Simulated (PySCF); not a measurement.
# NMR problem set

- J: B3LYP/pcJ-1
- PBE0/pcSseg-1 with gauge-including orbitals
- geometry from GFN2-xTB
- program: PySCF 2.14
- no solvent model, one computed conformer, equivalent nuclei averaged, no relativistic terms

Chemical shifts δ = σref − σ; 1H (σref 31.72), 13C (σref 186.93) vs TMS, all at this level. Multiplet labels drop J under 1 Hz and among equivalent protons, and merge close values. Unscaled 3J(H,H) run several per cent high. Splittings of carbon signals by F and P are missing where no couplings were computed. Where no couplings were computed, multiplicities follow the n + 1 count of equivalent neighbours, and m marks all less simple cases (inequivalent or close neighbours, rings, F or P nearby). Shifts are as computed. Against solution values, carbons near 30 ppm lie about +3 ppm off and those near 130 ppm about +5 ppm (rms about the fit 2.1 ppm; single classes can miss by 10 ppm). Of 1328 compounds with measured shifts, 309 miss one by over three times the rms of a fit or turn the order of signals round; such compounds aren't used in these exercises. Signals without a measured value on file couldn't be tested in this way; 1H shifts scatter by 0.2 ppm about their fit, and single ones miss by 0.5 ppm.

Task: C3H5N. 1H NMR (300 MHz, computed): δ 7.62 (dd, J = 18.0, 2.5 Hz, 1H), 7.58 (ddt, J = 16.0, 9.2, 2.5 Hz, 1H), 7.04 (m, 1H), 4.50 (m, 1H), 4.30 (m, 1H). 13C{1H} NMR (computed): δ 155.9 (CH), 150.6 (CH2), 99.3 (CH2). What is it?

Result: SMILES C=NC=C. The formula gives 2 degrees of unsaturation (no ring in the answer). 3 carbon signals for 3 carbons: no two carbons are equivalent. Carbon types of the structure: 1 × CH, 2 × CH2, which accounts for all hydrogens. δC 155.9: alkene CH; the olefinic region. δC 150.6: C=N carbon. δC 99.3: terminal =CH2 carbon. δH 4.50, 4.30: hydrogen on a terminal =CH2 carbon; attached to an sp2 carbon and in the plane of the double bond. The protons at 7.04 and 7.62 share a coupling of 18.0 Hz (geminal). The protons at 4.50 and 7.58 share a coupling of 16.0 Hz (vicinal, trans across C=C). The protons at 4.30 and 7.58 share a coupling of 9.2 Hz (vicinal, cis across C=C).

Task: C4H5FO. 1H NMR (400 MHz, computed): δ 5.47 (m, 1H), 5.19 (m, 1H), 4.11 (s, 3H). 13C{1H} NMR (computed): δ 152.8 (C), 84.9 (CH), 70.9 (CH), 61.0 (CH3). Identify the compound.

Result: SMILES C1=C(OC)[C@H]1F. Rings plus π bonds: 2 (1 ring in the answer). 4 carbon signals for 4 carbons: no two carbons are equivalent. Carbon types of the structure: 1 × C, 2 × CH, 1 × CH3, which accounts for all hydrogens. δC 152.8: alkene carbon bearing oxygen; an sp2 carbon further deshielded by the attached heteroatom. δC 84.9: β carbon of an enol-ether or enamine type C=C; the O or N lone pair pushes π density onto this β carbon and shields it. δC 70.9: three-membered-ring carbon; pulled downfield by the heteroatom. δC 61.0: methyl carbon bonded to O; pulled downfield by the heteroatom.

The data come from this structure; uniqueness wasn't tested. Such data don't tell enantiomers apart.
